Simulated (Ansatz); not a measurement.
Relaxation of AlFH7N (10 atoms, charge 0, multiplicity 1), to a largest force component of 0.03 eV/Å in at most 50 steps.

Method: RKS PBE0/cc-pVDZ in Ansatz.

```xyz
10
Properties=species:S:1:pos:R:3:forces:R:3
Al -0.316 0.318 -1.146 0.26 0.84 0.84
H -1.103 -2.070 0.133 -2.22 -0.22 -1.23
H 0.883 -0.065 -2.112 0.00 -0.07 0.05
H -1.854 0.003 -1.385 0.00 -0.01 0.03
H 1.021 -0.364 1.357 -0.57 1.30 -0.04
N 0.104 1.461 0.285 -0.13 -1.08 -0.69
H -0.488 -2.012 0.471 2.20 0.19 1.20
F 1.381 -1.199 1.253 0.44 -0.94 -0.13
H 0.981 1.972 0.329 -0.02 0.01 -0.03
H -0.609 1.956 0.815 0.03 -0.02 -0.01
```

Problem. Where does it end, and by what steps?

Solution. It converged. The force dipped under the threshold on the way, but the program's further checks kept it going. After 17 steps the energy has fallen by 0.414 eV; H2 moved furthest, 0.70 Å.

```
step  energy less start (eV)  largest force component (eV/Å)  accepted
   0                  0.0000                           2.220       yes
   1                 -0.2416                           0.448       yes
   2                 -0.3292                           0.459       yes
   3                 -0.3461                           0.656       yes
   4                 -0.3663                           0.668       yes
   5                 -0.3587                           0.603        no
   6                 -0.3925                           0.108       yes
   7                 -0.4031                           0.131       yes
   8                 -0.4075                           0.064       yes
   9                 -0.4103                           0.063       yes
  10                 -0.4061                           0.262        no
  11                 -0.4114                           0.017       yes
  12                 -0.4127                           0.025       yes
  13                 -0.4129                           0.096       yes
  14                 -0.4136                           0.063       yes
  15                 -0.4139                           0.033       yes
  16                 -0.4141                           0.023       yes
  17                 -0.4143                           0.016       yes
```

```xyz
10
Properties=species:S:1:pos:R:3
Al -0.451 0.140 -1.054
H -0.606 -1.839 -0.300
H 0.599 -0.266 -2.173
H -2.034 0.093 -1.190
H 0.724 -0.071 1.307
N 0.238 1.122 0.366
H -0.132 -1.624 0.283
F 0.969 -0.939 1.695
H 1.091 1.652 0.186
H -0.397 1.732 0.880
```

Time of the run: 27 s on 2 threads of Arm Neoverse V2, on a shared host, peak memory 0.14 GiB.
